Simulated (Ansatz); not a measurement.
**Osmium, hcp under RPBE: structure, energy and stiffness**

What does RPBE give for osmium in the hcp structure? We relax it, solve it on a dense k-mesh, switch on spin-orbit coupling, then scale the cell to 7 volumes from 88 to 112 % of the relaxed one and try a fit of the equation of state. The k-meshes are 13×13×7 for the relaxation; 21×21×12 for the dense run; 13×13×7 for spin-orbit coupling; 21×21×12 for the volumes. It starts from a deposited cell (COD).

Program: Ansatz 0.2.0. Level of theory: DFT RPBE, plane waves (420 eV) with PAW, scalar-relativistic; PBE-made PAW files. These are calculated values, not measurements.

## (1) Starting point

The structure is hexagonal, space group P6_3/mmc (No. 194). Conventional cell: a = 2.735 Å, b = 2.735 Å, c = 4.319 Å, α = 90.00°, β = 90.00°, γ = 120.00°. Os (site symmetry -6m2) has 12 Os at 2.68 to 2.74 Å as nearest neighbours.

Structure file:

```
Os
1.0
     2.73520    0.00000    0.00000
    -1.36760    2.36875    0.00000
     0.00000    0.00000    4.31900
Os
2
Cartesian
  0.0000 1.5792 1.0797
  1.3676 0.7896 3.2393
```

## (2) Geometry optimisation

File input.yaml:

```yaml
crystal:
  lattice:
    - [2.7351988376, 0.0, 0.0]
    - [-1.3675994188, 2.3687516778, 0.0]
    - [0.0, 0.0, 4.319]
  atoms:
    - { symbol: Os, position: [0.3333333333, 0.6666666667, 0.25] }
    - { symbol: Os, position: [0.6666666667, 0.3333333333, 0.75] }
hamiltonian:
  xc: rpbe
  pseudopotentials:
    kind: paw
    azcp:
      Os: "pseudopotentials/Os.paw.azcp"
basis:
  ecutwfc: 420
  fft_grid_basis: typed
kpoints:
  mp_grid: { grid: [13, 13, 7], shift: [0, 0, 0] }
magnetization:
  spin_polarized: false
scf:
  occupations: { method: fermi_dirac, width: 0.1 }
relax:
  max_steps: 60
  f_tol: 0.01
  cell: {}
```

After this run come: Single point on a dense mesh; With spin-orbit coupling; At 88 % of the relaxed volume; At 92 % of the relaxed volume; At 96 % of the relaxed volume; At 100 % of the relaxed volume; At 104 % of the relaxed volume; At 108 % of the relaxed volume; At 112 % of the relaxed volume.

What does the calculation give? Wanted: space group; conventional cell; volume; shortest distance; gap on the mesh; V₀, B₀, B₀′.

**Answer**, as computed:

| quantity | value |
| --- | --- |
| space group (spins left aside) | P6_3/mmc (No. 194) |
| conventional cell | a = 2.765 Å, c = 4.357 Å (c/a = 1.575) |
| volume | 14.429 Å³/atom |
| shortest distance | 2.701 Å |
| against the deposited volume | +3.1 % (13.991 Å³/atom) |
| gap on the mesh | none (levels filled in part) |
| V₀, B₀, B₀′ | 14.424 Å³/atom, 383 GPa, 4.8 |

**Reading.** Against experiment, RPBE misses the volume by +3.1 %. This functional tends to bind solids too weakly. The deposited cell holds zero-point motion and, unless taken cold, thermal expansion, so the miss against a static lattice is larger still. Levels at the Fermi energy are filled in part, as in a metal. The total energy of the spin-orbit run lies -29.2 eV/atom from the scalar one, but the two kinds of run don't share a zero of energy: only differences within one kind count. The fitted modulus is 383 GPa, among the stiffest elements; letting shape and positions relax at each volume could only lower it.
